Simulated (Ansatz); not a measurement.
```yaml
atoms:
  - { symbol: O, position_ang: [0.4245, 1.3270, 0.0080] }
  - { symbol: C, position_ang: [0.0772, 0.1498, -0.0042] }
  - { symbol: N, position_ang: [0.9855, -0.8785, -0.0489] }
  - { symbol: C, position_ang: [-1.3715, -0.2887, -0.0001] }
  - { symbol: H, position_ang: [0.7080, -1.8242, 0.1699] }
  - { symbol: H, position_ang: [-1.9972, 0.5849, -0.1755] }
  - { symbol: H, position_ang: [-1.5608, -1.0393, -0.7717] }
  - { symbol: H, position_ang: [-1.6321, -0.7230, 0.9698] }
  - { symbol: H, position_ang: [1.9531, -0.6316, 0.1119] }
```

Basis set: pcseg-2 (spherical functions). Charge 0, multiplicity 1.

Computed with Ansatz (development build ahead of 0.2.0); each method stands on the lowest determinant of its kind that the runs found. Restricted functionals stand beside restricted open-shell atoms, which can lie above the unrestricted atoms usual in DFT and then raise those values.

Task: Give the atomization energy at this shape (free ground-state atoms in the same class of orbitals less the molecule, no zero-point energy) of singlet C₂H₅NO by r²SCAN (restricted), PBE0 (restricted).

Result:

| method | atomization energy |
| --- | --- |
| r²SCAN (restricted) | 38.12 eV |
| PBE0 (restricted) | 38.02 eV |

The shape needn't be a minimum at these levels.
